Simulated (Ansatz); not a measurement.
Relaxation of C2H2B (5 atoms, charge 1, multiplicity 1), to a largest force component of 0.02 eV/Å in at most 40 steps.

Theory: RKS PBE-D4/def2-SVP (Ansatz 0.2.0).

```xyz
5
Properties=species:S:1:pos:R:3:forces:R:3
B -1.121 0.447 -0.429 1.43 -0.56 0.56
C -0.295 -0.646 0.004 -1.57 0.33 -0.56
C 0.239 0.668 -0.020 -1.39 0.84 -0.60
H 0.015 -1.648 0.251 0.56 -0.80 0.31
H 1.162 1.180 0.194 0.97 0.19 0.29
```

Problem. Where does it end, and by what steps?

Solution. It converged. Limits of this set-up: the dipole of an ion depends on the origin. After 4 steps the energy has fallen by 0.121 eV; H5 moved furthest, 0.07 Å.

| step | energy less start (eV) | largest force component (eV/Å) | accepted |
| --- | --- | --- | --- |
| 0 | 0.0000 | 1.569 | yes |
| 1 | -0.0736 | 0.861 | yes |
| 2 | -0.1141 | 0.343 | yes |
| 3 | -0.1204 | 0.128 | yes |
| 4 | -0.1214 | 0.011 | yes |

```xyz
5
Properties=species:S:1:pos:R:3
B -1.127 0.449 -0.429
C -0.349 -0.650 -0.015
C 0.202 0.708 -0.042
H 0.082 -1.624 0.270
H 1.194 1.117 0.215
```

Run time: 3.1 s on 1 thread of Arm Neoverse V2 (shared host), peak memory 0.099 GiB.
